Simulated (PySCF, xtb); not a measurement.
A geometry optimisation of CH4B− with r2SCAN-D4/def2-SVPD

The starting geometry of this gas-phase singlet was built from a drawn formula by distance geometry and a force field; its bonds are those of `[BH3-][CH]`.

```yaml
atoms:
  - { symbol: C, position_ang: [-0.4980, -0.3988, -1.6145] }
  - { symbol: B, position_ang: [-0.3540, 1.0926, -1.0663] }
  - { symbol: H, position_ang: [0.7441, 1.4946, -1.2670] }
  - { symbol: H, position_ang: [-0.5612, 1.0817, 0.0946] }
  - { symbol: H, position_ang: [-1.1262, 1.8563, -1.6249] }
  - { symbol: H, position_ang: [-1.4764, -0.7255, -1.4665] }
```

Problem. Where would you expect an optimisation with r2SCAN-D4/def2-SVPD to take it?

Solution. It rearranges to `[BH2-]=C`. Contacts that open: B2–H4 (1.18 → 2.27 Å). Contacts that close: C1–H4 (2.26 → 1.10 Å).

The energy falls by 3.42 eV over 42 steps:

```json
{"step": "1", "E − E(last) (eV)": "3.416"}
{"step": "6", "E − E(last) (eV)": "2.924"}
{"step": "10", "E − E(last) (eV)": "2.037"}
{"step": "15", "E − E(last) (eV)": "1.093"}
{"step": "19", "E − E(last) (eV)": "0.701"}
{"step": "24", "E − E(last) (eV)": "0.347"}
{"step": "28", "E − E(last) (eV)": "0.172"}
{"step": "33", "E − E(last) (eV)": "0.031"}
{"step": "37", "E − E(last) (eV)": "0.011"}
{"step": "42", "E − E(last) (eV)": "0.000"}
```

Final geometry (Å):

```yaml
atoms:
  - { symbol: C, position_ang: [-0.7400, 0.0877, -0.8835] }
  - { symbol: B, position_ang: [-0.3280, 1.3631, -1.4577] }
  - { symbol: H, position_ang: [0.6301, 2.0096, -1.0137] }
  - { symbol: H, position_ang: [-0.2371, -0.3902, -0.0257] }
  - { symbol: H, position_ang: [-0.9133, 1.8737, -2.4220] }
  - { symbol: H, position_ang: [-1.5892, -0.5086, -1.2590] }
```

From the same start GFN2-xTB reaches the same bonding as this run.

The end wasn't checked by frequencies. Run with PySCF 2.14.0, 110 s on 2 threads of Intel(R) Xeon(R) 6975P-C (Granite Rapids), on a shared host.
